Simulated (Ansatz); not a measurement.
Relaxation of CHOSi (4 atoms, charge 1, multiplicity 1), to a largest force component of 0.02 eV/Å in at most 50 steps.

Theory: RKS PBE0-D4/def2-SVP in Ansatz.

```xyz
4
Properties=species:S:1:pos:R:3
C -1.425 1.252 1.338
Si -0.348 0.297 0.333
O 0.588 -0.542 -0.535
H 0.282 0.985 -0.765
```

**Question.** Where does it end, and by what steps?

**Answer.** The forces met the threshold. After 12 steps the energy has fallen by 3.767 eV; H4 moved furthest, 1.10 Å. Parted: Si2–H4 (1.44 → 2.40 Å). Joined: O3–H4 (1.57 → 0.97 Å).

```
step  energy less start (eV)  largest force component (eV/Å)  accepted
   0                  0.0000                           2.277       yes
   1                 -0.4089                           1.646       yes
   2                 -1.4166                           4.196       yes
   3                 -2.7788                           4.039       yes
   4                 -2.6713                          10.234        no
   5                 -3.3392                           2.330       yes
   6                 -3.5967                           0.795       yes
   7                 -3.7091                           0.385       yes
   8                 -3.7385                           0.389       yes
   9                 -3.7485                           0.725       yes
  10                 -3.7650                           0.152       yes
  11                 -3.7659                           0.175       yes
  12                 -3.7668                           0.010       yes
```

```xyz
4
Properties=species:S:1:pos:R:3
C -1.742 1.094 1.813
Si -0.556 0.540 0.503
O 0.450 0.016 -0.586
H 0.944 0.341 -1.359
```

Run time: 30 s on 1 thread of Arm Neoverse N1 (shared host), peak memory 0.13 GiB.
